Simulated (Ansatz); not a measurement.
bcc Ba was calculated with PBE-D4 (plane waves, PAW; Ansatz, a first-principles code).

Run with plane-wave cutoff 500 eV, 20×20×20 k mesh, Fermi–Dirac smearing 0.1 eV, scalar-relativistic PAW data made under PBE.

Computed at the level's own relaxed cell.

**Question.** What does this level give for the equilibrium volume per atom and lattice constant a?

**Answer.** 
- equilibrium volume per atom: 60.95 Å³/atom
- lattice constant a: 4.958 Å

Measured, for comparison: equilibrium volume per atom 62.31 Å³/atom (low-temperature or extrapolated to 0 K; zero-point anharmonic expansion removed; as tabulated in Csonka et al. (2009), arXiv:0903.4037); lattice constant a 4.995 Å (low-temperature or extrapolated to 0 K; zero-point anharmonic expansion removed, our sources range from 4.995 to 5.004; as tabulated in Csonka et al. (2009), arXiv:0903.4037). Computed (rounded) less measured: equilibrium volume per atom -2.2 %, lattice constant a -0.7 % (-0.7 % to -0.9 % over the range).

Note: a distance lies near a switch of the dispersion term, which can move the cell.

Spin–orbit coupling is not included.

Computed values are for the static lattice.
